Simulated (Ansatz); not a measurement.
We consider zinc-blende MgS (metastable phase), described by r²SCAN (Ansatz, a first-principles code, PAW).

Run with plane-wave cutoff 560 eV, 10×10×10 k mesh, Fermi–Dirac smearing 0.01 eV, scalar-relativistic PAW data made under PBE.

Response to compression and expansion:

| V (Å³/atom) | P (GPa) | direct gap at Γ (eV) |
|---|---|---|
| 21.326 | 4.20 | 4.479 |
| 21.780 | 2.66 | 4.362 |
| 22.233 | 1.27 | 4.250 |
| 22.687 | 0.01 | 4.142 |
| 23.141 | -1.14 | 4.037 |
| 23.595 | -2.17 | 3.936 |
| 24.048 | -3.10 | 3.839 |

A straight line through the gaps at Γ against ln V gives a volume deformation potential dE_g(Γ)/d ln V of -5.3 eV: the gap at Γ widens under compression.

Measured, for comparison: band gap 4.78 ± 0.1 eV (temperature not stated, extrapolated in composition from an alloy gap of 4.19 eV, direct; extrapolated from a Zn0.2Mg0.8S0.645Se0.355 epilayer; as tabulated in Lucero et al. (2012), arXiv:1111.4515).
